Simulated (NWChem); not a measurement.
System: C$_{2}$H$_{6}$S anion, doublet; SMILES of the neutral closed-shell parent CCS

Excerpt of the output:

```
             Northwest Computational Chemistry Package (NWChem) 7.3.0
             --------------------------------------------------------

 C1  symmetry detected

                             Geometry "geometry" -> ""
                             -------------------------

 Output coordinates in angstroms (scale by  1.889725989 to convert to a.u.)

  No.       Tag          Charge          X              Y              Z
 ---- ---------------- ---------- -------------- -------------- --------------
    1 C                    6.0000     0.37564538    -1.65440839    -0.01072074
    2 C                    6.0000    -0.63096637    -0.50543106    -0.04265673
    3 S                   16.0000     0.13893482     1.16747695    -0.06694285
    4 H                    1.0000    -0.14504443    -2.63155922    -0.01279405
    5 H                    1.0000     0.98991373    -1.59217550     0.90182262
    6 H                    1.0000     1.04796625    -1.61041992    -0.88265447
    7 H                    1.0000    -1.27846243    -0.58172789    -0.92707955
    8 H                    1.0000    -1.27147067    -0.54976172     0.86371059
    9 H                    1.0000    -0.03393358     1.24504985     1.44834527

 Effective nuclear repulsion energy (a.u.)     105.5418231223

                                 NWChem DFT Module
                                 -----------------

 Summary of "ao basis" -> "ao basis" (spherical)
 ------------------------------------------------------------------------------
       Tag                 Description            Shells   Functions and Types
 ---------------- ------------------------------  ------  ---------------------
 C                           6-31g*                  6       14   3s2p1d
 S                           6-31g*                  8       18   4s3p1d
 H                           6-31g*                  2        2   2s

            General Information
            -------------------
          SCF calculation type: DFT
          Wavefunction type:  spin polarized.
          No. of atoms     :     9
          No. of electrons :    35
           Alpha electrons :    18
            Beta electrons :    17
          Charge           :    -1
          Spin multiplicity:     2
          Use of symmetry is: off; symmetry adaption is: off
          Maximum number of iterations: 150
          AO basis - number of functions:    58
                     number of shells:    32
          Convergence on energy requested:  1.00D-06
          Convergence on density requested:  1.00D-05
          Convergence on gradient requested:  5.00D-04

              XC Information
              --------------
                         MN15 Method XC Functional
                     Hartree-Fock (Exact) Exchange  0.440
                          MN15 Exchange Functional  1.000
                        MN15 Correlation Potential  1.000

             Grid Information
             ----------------
          Grid used for XC integration:  xfine
          Radial quadrature: Mura-Knowles
          Angular quadrature: Lebedev.
          Tag              B.-S. Rad. Rad. Pts. Rad. Cut. Ang. Pts.
          ---              ---------- --------- --------- ---------
          C                   0.70      100          10.0      1454
          S                   1.00      125          11.0      1454
          H                   0.35      100          11.0      1202
          Grid pruning is: on
          Number of quadrature shells:   925
          Spatial weights used:  Erf1

      Superposition of Atomic Density Guess
      -------------------------------------

 Sum of atomic energies:        -475.76558448

 Renormalizing density from      34.00 to     35

      Non-variational initial energy
      ------------------------------

 Total energy =    -485.859816
 1-e energy   =    -888.194017
 2-e energy   =     296.792379
 HOMO         =       0.308820
 LUMO         =       0.391029

     ---------------------------------------------
      Total Density - Mulliken Population Analysis
     ---------------------------------------------

    Atom       Charge   Shell Charges
 -----------   ------   -------------------------------------------------------
    1 C    6     6.38   2.00  0.67  1.78  0.65  1.25  0.03
    2 C    6     6.05   2.00  0.65  1.61  0.64  1.11  0.04
    3 S   16    16.47   2.00  2.00  5.95  1.13  2.43  0.70  2.22  0.04
    4 H    1     0.94   0.49  0.45
    5 H    1     0.91   0.48  0.43
    6 H    1     0.92   0.48  0.44
    7 H    1     0.96   0.49  0.47
    8 H    1     1.03   0.49  0.55
    9 H    1     1.34   0.44  0.90

     --------------------------------------------
      Spin Density - Mulliken Population Analysis
     --------------------------------------------

    Atom       Charge   Shell Charges
 -----------   ------   -------------------------------------------------------
    1 C    6     0.01   0.00  0.00  0.01 -0.01  0.02  0.00
    2 C    6     0.01   0.00  0.01  0.01 -0.02  0.01  0.00
    3 S   16     0.39   0.00  0.00  0.00  0.01  0.13 -0.02  0.26  0.02
    4 H    1     0.00   0.00  0.00
    5 H    1     0.02   0.00  0.02
    6 H    1     0.02   0.00  0.02
    7 H    1     0.03   0.00  0.03
    8 H    1     0.11   0.00  0.11
    9 H    1     0.40   0.05  0.35

   convergence    iter        energy       DeltaE   RMS-Dens  Diis-err
 ---------------- ----- ----------------- --------- --------- ---------
 d= 0,ls=0.0,diis     1   -477.4849440344 -5.83D+02  3.07D-02  2.65D-01
                                                     1.33D-02  2.56D-01
 d= 0,ls=0.0,diis     2   -477.5186146240 -3.37D-02  1.36D-02  2.09D-01
                                                     6.52D-03  1.98D-01
 d= 0,ls=0.0,diis     3   -477.6327470128 -1.14D-01  2.20D-03  5.18D-03
                                                     1.29D-03  5.09D-03
 d= 0,ls=0.0,diis     4   -477.6348618474 -2.11D-03  1.98D-03  1.39D-03
                                                     6.17D-04  1.28D-03
 d= 0,ls=0.0,diis     5   -477.6356642754 -8.02D-04  5.17D-04  2.35D-05
                                                     1.09D-04  2.36D-05
  Resetting Diis
 d= 0,ls=0.0,diis     6   -477.6356872168 -2.29D-05  3.56D-04  2.47D-06
                                                     4.98D-05  2.53D-06
 d= 0,ls=0.0,diis     7   -477.6356923087 -5.09D-06  2.20D-04  4.64D-07
                                                     2.31D-05  3.66D-07
 d= 0,ls=0.0,diis     8   -477.6356937390 -1.43D-06  9.28D-05  1.74D-07
                                                     1.17D-05  2.03D-07
 d= 0,ls=0.0,diis     9   -477.6356941677 -4.29D-07  1.81D-04  8.43D-08
                                                     1.88D-05  6.67D-08
 d= 0,ls=0.0,diis    10   -477.6356945603 -3.93D-07  2.64D-05  9.24D-09
                                                     2.13D-06  6.43D-09
 d= 0,ls=0.0,diis    11   -477.6356945772 -1.69D-08  9.69D-06  1.63D-09
                                                     9.55D-07  1.52D-09

         Total DFT energy =     -477.635694577160
      One electron energy =     -873.465812768896
           Coulomb energy =      329.014822888177
    Exchange-Corr. energy =      -38.726527818757
 Nuclear repulsion energy =      105.541823122316

 Numeric. integr. density =       35.000000031025

                    DFT Final Alpha Molecular Orbital Analysis
                    ------------------------------------------

 Vector   16  Occ=1.000000D+00  E=-1.179486D-01
              MO Center=  1.1D-03,  8.6D-01,  4.0D-02, r^2= 2.6D+00
   Bfn.  Coefficient  Atom+Function         Bfn.  Coefficient  Atom+Function
  ----- ------------  ---------------      ----- ------------  ---------------
    37      0.361895  3 S  pz                38     -0.306920  3 S  s
    36     -0.293651  3 S  py                58      0.233387  9 H  s
    34     -0.207474  3 S  s                 35     -0.172241  3 S  px
    18      0.170424  2 C  py                57      0.170929  9 H  s
    56     -0.167561  8 H  s                 41      0.162764  3 S  pz

 Vector   17  Occ=1.000000D+00  E=-2.715998D-02
              MO Center=  1.2D-01,  1.0D+00, -6.2D-02, r^2= 1.9D+00
   Bfn.  Coefficient  Atom+Function         Bfn.  Coefficient  Atom+Function
  ----- ------------  ---------------      ----- ------------  ---------------
    35      0.593236  3 S  px                39      0.414063  3 S  px
    36     -0.269480  3 S  py                31     -0.228746  3 S  px
     6     -0.215105  1 C  s                 40     -0.194885  3 S  py
    48      0.115882  4 H  s                 32      0.103037  3 S  py
     4     -0.099993  1 C  py                54      0.087097  7 H  s

[...]

                         DFT ENERGY GRADIENTS

    atom               coordinates                        gradient
                 x          y          z           x          y          z
   1 C       0.709867  -3.126379  -0.020259    0.002246   0.000860  -0.000753
   2 C      -1.192354  -0.955126  -0.080610   -0.000235  -0.008472  -0.005885
   3 S       0.262549   2.206212  -0.126504   -0.011220  -0.002587   0.039298
   4 H      -0.274094  -4.972926  -0.024177   -0.002715  -0.000768   0.000164
   5 H       1.870666  -3.008775   1.704198    0.001487  -0.001228   0.000899
   6 H       1.980369  -3.043252  -1.667975    0.001373  -0.001842  -0.001250
   7 H      -2.415944  -1.099306  -1.751926   -0.000824   0.000419   0.000067
   8 H      -2.402731  -1.038899   1.632176    0.000118   0.002283  -0.005215
   9 H      -0.064125   2.352803   2.736976    0.009770   0.011335  -0.027324
```

Level: MN15/6-31G* (spherical d), spin-unrestricted. Sets without diffuse functions describe the anion's extra electron poorly. Structure relaxed at the B3LYP/def2-SVPD, spin-unrestricted level. Not confirmed as a minimum by frequencies. The spin multiplicity was typed, not searched, and may not be the lowest. No stability test was run on the SCF state. The highest occupied level is positive, so the extra electron may be held by the finite basis.

Q: Which NWChem input produces such a log?

A: One answer among several that fit: the input that was run:
```
start job
memory heap 200 mb stack 900 mb global 1100 mb
charge -1
geometry units angstroms noautoz
  C      0.374572    -1.681593    -0.119184
  C     -0.556359    -0.477964     0.018949
  S      0.282790     1.148453    -0.187341
  H     -0.188265    -2.627741    -0.001013
  H      1.155724    -1.645021     0.656959
  H      0.867495    -1.684392    -1.104698
  H     -1.365396    -0.526418    -0.722932
  H     -1.011487    -0.476959     1.032147
  H      0.409788     1.250844     1.331009
end
basis spherical
  * library 6-31g*
end
dft
  odft
  mult 2
  xc mn15
  grid xfine
  iterations 150
  mulliken
end
task dft gradient
```
